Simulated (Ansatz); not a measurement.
Two isomers of C3H8FN: A = `CCNCF`, B = `CC(C)(N)F`.

Calculated with Ansatz (gas phase, PBE0-D4/def2-TZVP geometries, no zero-point term in ΔE). CBS: MP2 limit from def2 TZ/QZ plus the TZ coupled-cluster correction, frozen cores. DFT in def2-TZVPP. One conformer a species, not always the lowest.

**Question.** Which is lower in electronic energy at CCSD(T)/CBS, and by how much? (Estimate.)

**Answer.** The calculation gave: B, by 11.6 kcal/mol.

**Question.** Give E(B) − E(A) in kcal/mol with CCSD/def2-TZVPP, B2PLYP, BLYP-D4, HF/def2-TZVPP, ωB97M-V, PBE-D4, LDA (SPW92). (Estimate.)

**Answer.** The calculation gave: CCSD/def2-TZVPP -10.7, B2PLYP -10.2, BLYP-D4 -9.3, HF/def2-TZVPP -9.5, ωB97M-V -11.7, PBE-D4 -10.0, LDA (SPW92) -12.0. None reverses the order clearly.

**Question.** Does the order hold for the free energy at 298.15 K (harmonic terms from PBE0-D4)? (Estimate.)

**Answer.** Computed: Yes: G(B) − G(A) = -12.6 kcal/mol, for one conformer each. Modes under 60 cm⁻¹, often nearly free rotors, make the harmonic entropy too high.

Largest T1 diagnostic: 0.010.

In def2-TZVPP, CCSD(T) changes the Hartree–Fock value by −1.4 kcal/mol (the triples alone add −0.2 kcal/mol) and MP2 by −2.0 kcal/mol. From BLYP to BHLYP (50 % exact exchange), in def2-TZVPP and without D4, E(B) − E(A) moves by −1.5 kcal/mol.
